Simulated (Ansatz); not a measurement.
Frontier orbitals of `CCC#CF`.

Cartesian coordinates in Å:
```
C 0.648 -0.521 -1.051
C 0.370 0.617 -0.073
C -0.649 0.281 0.914
C -1.486 -0.020 1.711
F -2.381 -0.333 2.567
H 0.996 -1.410 -0.522
H -0.255 -0.789 -1.601
H 1.415 -0.226 -1.770
H 1.292 0.893 0.449
H 0.051 1.509 -0.622
```

Total charge 0; spin multiplicity 1. Geometry: relaxed with PBE0-D4/def2-TZVP. Basis def2-TZVPP, the Gaussian-basis code of Ansatz.

```tsv
functional	HOMO (eV)	LUMO (eV)
ωB97X-V	-9.97	2.96
```

Question: Give HOMO and LUMO (eV) with LDA (SPW92), PBE, revPBE, BLYP, r2SCAN, B97M-V, PBE0, B3LYP, r2SCANh, r2SCAN0, HSE06 (plane-wave form), BHLYP, CAM-B3LYP, LC-ωPBE, ωB97M-V, HF. (Best estimate.)

Answer: Computed: 
```json
{"functional": "LDA (SPW92)", "HOMO": "-6.43", "LUMO": "0.09"}
{"functional": "PBE", "HOMO": "-6.26", "LUMO": "0.26"}
{"functional": "revPBE", "HOMO": "-6.19", "LUMO": "0.34"}
{"functional": "BLYP", "HOMO": "-6.13", "LUMO": "0.24"}
{"functional": "r2SCAN", "HOMO": "-6.49", "LUMO": "0.90"}
{"functional": "B97M-V", "HOMO": "-6.53", "LUMO": "0.48"}
{"functional": "PBE0", "HOMO": "-7.57", "LUMO": "1.08"}
{"functional": "B3LYP", "HOMO": "-7.35", "LUMO": "0.73"}
{"functional": "r2SCANh", "HOMO": "-6.99", "LUMO": "1.18"}
{"functional": "r2SCAN0", "HOMO": "-7.73", "LUMO": "1.55"}
{"functional": "HSE06 (plane-wave form)", "HOMO": "-7.17", "LUMO": "0.71"}
{"functional": "BHLYP", "HOMO": "-8.77", "LUMO": "1.66"}
{"functional": "CAM-B3LYP", "HOMO": "-8.98", "LUMO": "1.84"}
{"functional": "LC-ωPBE", "HOMO": "-10.36", "LUMO": "3.16"}
{"functional": "ωB97M-V", "HOMO": "-9.85", "LUMO": "2.54"}
{"functional": "HF", "HOMO": "-10.57", "LUMO": "3.60"}
```

B3LYP here is the variant with VWN-RPA as its local correlation; programs differ in this. LC-ωPBE has ω = 0.4 bohr⁻¹. Positive LUMOs are unbound and depend on the basis.
